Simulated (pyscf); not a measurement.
# Substitution at C: `[CH]#[C][CH3]` + `[Cl]` [doublet] -> `[CH]#[C][CH2][Cl]` + `[H]` [doublet]

Gas phase, doublet surface, charge 0. Bonds broken: C1–H4. Bonds formed: C1–Cl8. Single points on ωB97X-D3(BJ)/def2-SVP structures (PySCF, gas phase).

Transition state (Å):

```xyz
8

C     -1.3088     0.4784    -0.6041
C     -0.2282    -0.3747    -0.1341
C      0.6697    -1.0829     0.2555
H     -2.0655     0.1192     0.6915
H     -2.1962     0.0014    -1.0340
H     -1.4082     1.4770    -0.1648
H      1.4730    -1.7123     0.5969
Cl    -0.6395     1.1746    -2.3925
```

One imaginary mode, 1452i cm⁻¹; descent along it reached the two sides named, in the forms told below.

| bond | change | reactant side (Å) | saddle | product side |
|---|---|---|---|---|
| C1–H4 | breaks | 1.101 | 1.543 | 3.6 |
| C1–Cl8 | forms | 3.3 | 2.032 | 1.789 |

Electronic energies relative to the separated reactants (kcal/mol):

```
level                   barrier  reaction energy  reverse barrier
----------------------  -------  ---------------  ---------------
ωB97X-D3(BJ)/def2-TZVP     47.1            +24.8             22.3
PBE/def2-TZVP              34.0            +21.3             12.7
r²SCAN/def2-TZVP           36.8            +24.7             12.1
B3LYP-D3(BJ)/def2-TZVP     42.3            +28.1             14.2
PBE0-D3(BJ)/def2-TZVP      40.1            +23.2             16.9
M06-2X/def2-TZVP           45.0            +25.0             20.0
ωB97M-D3(BJ)/def2-TZVP     46.8            +26.0             20.9
HF/def2-TZVP               68.2            +34.6             33.6
```

With ωB97M-D3(BJ)/def2-TZVP energies and thermal terms (ideal gas, 1 atm, RRHO with modes under 100 cm⁻¹ raised to 100, one conformer, R ln 2 for chiral ones without a mode under 150 cm⁻¹), in kcal/mol:

```json
[
 {"T (K)": "298", "ΔH‡": "42.0", "ΔG‡": "49.1", "ΔH": "+21.3", "ΔG": "+21.4"},
 {"T (K)": "600", "ΔH‡": "42.4", "ΔG‡": "56.2", "ΔH": "+22.1", "ΔG": "+21.3"},
 {"T (K)": "900", "ΔH‡": "42.8", "ΔG‡": "63.1", "ΔH": "+22.8", "ΔG": "+20.7"},
 {"T (K)": "1200", "ΔH‡": "43.0", "ΔG‡": "69.8", "ΔH": "+23.3", "ΔG": "+19.9"}
]
```

On the reactant side the descent ends in what is likely a three-electron adduct, which functionals tend to overbind, 9.9 kcal/mol under the separated species and 57.1 kcal/mol under the saddle at ωB97X-D3(BJ)/def2-TZVP. Abstraction by the radical was not located in this set and often lies lower. This is the saddle that the search found; another between the same sides may lie lower. The angle at the attacked C is 169°. Left out: orbital degeneracy and the spin-orbit lowering of Cl.
